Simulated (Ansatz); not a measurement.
`N=CS` and `C=N` differ in one atom or group.

Ansatz, PBE0-D4/def2-TZVP geometries, multiplicity 1. Each molecule was computed in one conformer, which needn't be the lowest.

```tsv
property	`N=CS`
LUMO energy (PBE0/def2-TZVPP) / eV	-0.40
size of the dipole moment (PBE/def2-TZVPP) / D	1.24
HOMO energy (PBE0/def2-TZVPP) / eV	-7.37
LUMO energy (ωB97M-V/def2-TZVPP) / eV	1.85
HOMO energy (PBE/def2-TZVPP) / eV	-6.22
HOMO–LUMO gap (PBE/def2-TZVPP) / eV	4.76
```

Task: What does the change do to each property? (Estimate.)

Result: The calculation gave: 
```tsv
property	`C=N`	shift
LUMO energy (PBE0/def2-TZVPP) / eV	-0.45	-0.05
size of the dipole moment (PBE/def2-TZVPP) / D	1.89	0.65
HOMO energy (PBE0/def2-TZVPP) / eV	-7.78	-0.41
LUMO energy (ωB97M-V/def2-TZVPP) / eV	1.85	0.00
HOMO energy (PBE/def2-TZVPP) / eV	-6.23	-0.01
HOMO–LUMO gap (PBE/def2-TZVPP) / eV	4.59	-0.17
```

With PBE0 the HOMO falls by 0.41 eV and the LUMO falls by 0.05 eV, so the gap widens by about 0.36 eV. PBE moves the HOMO by -0.01 eV and ωB97M-V by -0.69 eV. Dipoles are sizes alone; their direction can turn.
